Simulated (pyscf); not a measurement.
**Addition across a multiple bond or ene-type step: `[CH3][GaH][CH3]` + `[CH2]=[CH2]` → `[CH3][CH2][CH2][GaH][CH3]`**

Gas phase, singlet surface, charge 0. Bonds broken: C1–Ga2. Bonds formed: C1–C11, Ga2–C12. Structures and frequencies: ωB97X-D3(BJ)/def2-SVP in PySCF.

Transition state (Å):

```xyz
16

C     -1.7334     1.5652    -0.1284
Ga    -0.7593    -0.2577     0.6816
C     -0.5539    -1.4295    -0.8874
H     -2.4657     0.8394    -0.5258
H     -2.2252     2.1317     0.6732
H     -1.4936     2.2295    -0.9667
H     -1.6396    -0.4371     1.9594
H     -1.5320    -1.7009    -1.3171
H      0.0315    -0.9245    -1.6734
H     -0.0301    -2.3630    -0.6268
C      0.3287     1.7470     0.4256
C      1.0082     0.7068     1.1402
H      0.0007     2.6443     0.9553
H      0.6196     1.9243    -0.6125
H      1.8322     0.2073     0.6219
H      1.1269     0.8309     2.2203
```

One imaginary mode, 533i cm⁻¹; descent along it reached the two sides named, in the forms told below.

| bond | change | reactant side (Å) | saddle | product side |
|---|---|---|---|---|
| C1–Ga2 | breaks | 1.980 | 2.220 | 3.4 |
| C1–C11 | forms | 3.3 | 2.143 | 1.531 |
| Ga2–C12 | forms | 2.7 | 2.065 | 1.977 |

Electronic energies relative to the separated reactants (kJ/mol):

| level | barrier | reaction energy | reverse barrier |
|---|---|---|---|
| ωB97X-D3(BJ)/def2-TZVP | 89.5 | -109.0 | 198.5 |
| PBE/def2-TZVP | 80.3 | -92.7 | 173.0 |
| r²SCAN/def2-TZVP | 72.6 | -99.6 | 172.2 |
| B3LYP-D3(BJ)/def2-TZVP | 99.6 | -89.5 | 189.2 |
| PBE0-D3(BJ)/def2-TZVP | 75.8 | -112.8 | 188.6 |
| M06-2X/def2-TZVP | 88.0 | -99.3 | 187.3 |
| ωB97M-D3(BJ)/def2-TZVP | 100.3 | -96.0 | 196.3 |
| HF/def2-TZVP | 179.6 | -66.3 | 246.0 |

With ωB97M-D3(BJ)/def2-TZVP energies and thermal terms (ideal gas, 1 atm, RRHO with modes under 100 cm⁻¹ raised to 100, one conformer, R ln 2 for chiral ones without a mode under 150 cm⁻¹), in kJ/mol:

| T (K) | ΔH‡ | ΔG‡ | ΔH | ΔG |
|---|---|---|---|---|
| 298 | 106.4 | 159.5 | -82.3 | -32.9 |
| 600 | 107.1 | 213.2 | -81.8 | +17.1 |
| 900 | 109.0 | 265.8 | -78.9 | +66.0 |
| 1200 | 111.3 | 317.8 | -75.0 | +113.8 |

On the reactant side the descent ends in a bound adduct (not fully relaxed), 42.1 kJ/mol under the separated species and 131.6 kJ/mol under the saddle at ωB97X-D3(BJ)/def2-TZVP. At the saddle there is also a short C–Ga contact that neither side keeps. The same reactants have a lower exit, to H₃C–CH₂–Ga(CH₃)–CH₃ (barrier +37.0 kJ/mol at ωB97M-D3(BJ), against +100.3 kJ/mol here). H₃C–CH₂–CH₂–GaH–CH₃ lies 28.1 kJ/mol over its isomer H₃C–CH₂–Ga(CH₃)–CH₃ (electronic energy, ωB97M-D3(BJ)). This is the saddle that the search found; another between the same sides may lie lower. Elements up to Kr have no core potential and no relativistic terms here.
